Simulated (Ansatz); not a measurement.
# BNH (doublet): wave-function methods side by side at distance B1–H3 = 0.940 Å, 6-31G

Aim: climb from Hartree-Fock through coupled cluster and multireference methods for BNH (doublet) at one geometry and basis, and see what each rung misses.

Method: 6-31G, core rule «outside noble gas», up to 2 orbitals frozen; program: Ansatz 0.2.0, Gaussian basis.

Plan: UHF; CCSD(T) on ROHF; CCSD(T) on UHF; BCCD(T) on ROHF; CISD as a restricted active space (open shells left free, so some higher excitations enter); CCSDT(Q) on ROHF; CCSDT(Q) on UHF; CISDTQ; CCSDTQ on ROHF; CASSCF and MRCISD+Q, 3 electrons in 3 orbitals; CASSCF and NEVPT2, 3 electrons in 3 orbitals; CASSCF and MRCISD+Q, 9 electrons in 9 orbitals; CASSCF and NEVPT2, 9 electrons in 9 orbitals; Full CI.

18 further runs of the same task are left out: 11 that didn't finish, 7 set aside as unsound or not needed. Runs told in other sessions of the task aren't counted.

## (1) The geometry

The geometry derives from a PBE0/def2-TZVP stationary point (not a proven minimum). One bond is set to the value named and the two fragments are kept rigid.

3 atoms, charge 0, spin multiplicity 2.

Atoms are counted from 1 here; the program's logs count them from 0.

Bond lengths: B1–N2 1.306 Å, B1–H3 0.940 Å. Angles: N2–B1–H3 180.0°.

## (2) UHF

Contents of in.yaml:

```yaml
crystal:
  periodic: [false, false, false]
  atoms:
    - {symbol: B, position_ang: [0.000000, 0.000000, 0.121887]}
    - {symbol: N, position_ang: [0.000000, 0.000000, -1.183775]}
    - {symbol: H, position_ang: [0.000000, 0.000000, 1.061887]}
basis:
  gaussian: {orbitals: 6-31G}
magnetization: {spin_polarized: true, initial_magnetization: 1}
hamiltonian: {xc: hf}
output: {orbitals: {seedname: orbitals}}
```

Launch:

```console
ansatz run in.yaml --threads 1 --pin off --events-out ev --progress --plain --max-ram 2393MiB
```

Further steps of the session: CCSD(T) on ROHF; CCSD(T) on UHF; BCCD(T) on ROHF; CISD as a restricted active space (open shells left free, so some higher excitations enter); CCSDT(Q) on ROHF; CCSDT(Q) on UHF; CISDTQ; CCSDTQ on ROHF; CASSCF and MRCISD+Q, 3 electrons in 3 orbitals; CASSCF and NEVPT2, 3 electrons in 3 orbitals; CASSCF and MRCISD+Q, 9 electrons in 9 orbitals; CASSCF and NEVPT2, 9 electrons in 9 orbitals; Full CI.

Q: Predict the results of all the runs planned. Wanted: FCI from the RHF energy; RMP2 from FCI; UMP2 from FCI; RCCSD from FCI; RCCSD(T) from FCI; UCCSD(T) from FCI; RCCSDT(Q) from FCI; UCCSDT(Q) from FCI; NEVPT2 pair from FCI.

The runs gave:

| quantity | value |
| --- | --- |
| FCI from the ROHF energy | -4.2704 eV |
| RMP2 from FCI | +572.8 meV |
| UMP2 from FCI | +678.8 meV |
| RCCSD from FCI | +159.7 meV |
| RCCSD(T) from FCI | +36.1 meV |
| UCCSD(T) from FCI | +38.5 meV |
| RCCSDT(Q) from FCI | +0.7 meV |
| UCCSDT(Q) from FCI | -0.7 meV |
| NEVPT2 pair from FCI | +556.7 meV |
| MRCISD+Q pair from FCI | +71.6 meV |
| NEVPT2 valence from FCI | +370.3 meV |
| levels within 1 kcal/mol (43 meV) | RCCSD(T), UCCSD(T), BCCD(T), RCCSDT, UCCSDT, CISDTQ, RCCSDT(Q), UCCSDT(Q), RCCSDTQ, MRCISD+Q valence |
| T1 diagnostic | 0.023 |
| effectively unpaired electrons | 1.06 |

What this shows: RCCSD(T) misses by +36.1 meV, 0.8 % of the correlation energy. One determinant dominates. Of the multireference levels listed MRCISD+Q valence comes nearest in total energy (+11.9 meV), which doesn't show that its space is the better one. These misses are within one basis, not against nature; the frozen cores of restricted and unrestricted runs differ, which can shift their rows.

Levels on UHF freeze UHF's core orbitals, full CI those of ROHF, so the U rows can settle a little off it for that reason alone.

With open shells the CI space here admits some higher excitations, so it is larger than plain CISD.
